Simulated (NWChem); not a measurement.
A series in which one site is exchanged, each optimised at PBE0/def2-SVP with NWChem, gas phase unless a solvent is named. This build's default masses of Se (78.918 u) and Br (79.917 u) are each other's, which moves their modes by up to 0.6 %. Some are not confirmed as minima by frequencies. def2 effective core potentials on I; no spin-orbit coupling.

A: [SiH3]Br (SiH3Br; site = Br)
B: [SiH3]Cl (SiH3Cl; site = Cl)
C: [SiH3]I (SiH₃I; site = I)
D: [SiH4] (SiH4; site = H)

Values for A:

- dipole (D), PBE0/def2-SVP: 1.38
- orbital gap (eV), PBE0/def2-SVP: 8.26
- static polarisability, PBE/def2-SVPD (bohr³): 52.2
- lowest singlet excitation, PBE/def2-SVPD, TDA (eV): 5.99

**Question.** How do these values change for the other members?

**Answer.** 
```json
[
 {"change from A": "dipole (D), PBE0/def2-SVP", "B": "0.00", "C": "-0.08", "D": "-1.38"},
 {"change from A": "orbital gap (eV), PBE0/def2-SVP", "B": "+0.86", "C": "-1.29", "D": "+3.05"},
 {"change from A": "static polarisability, PBE/def2-SVPD (bohr³)", "B": "-8.1", "C": "+14.4", "D": "-19.3"},
 {"change from A": "lowest singlet excitation, PBE/def2-SVPD, TDA (eV)", "B": "+0.69", "C": "-0.97", "D": "+2.56"}
]
```
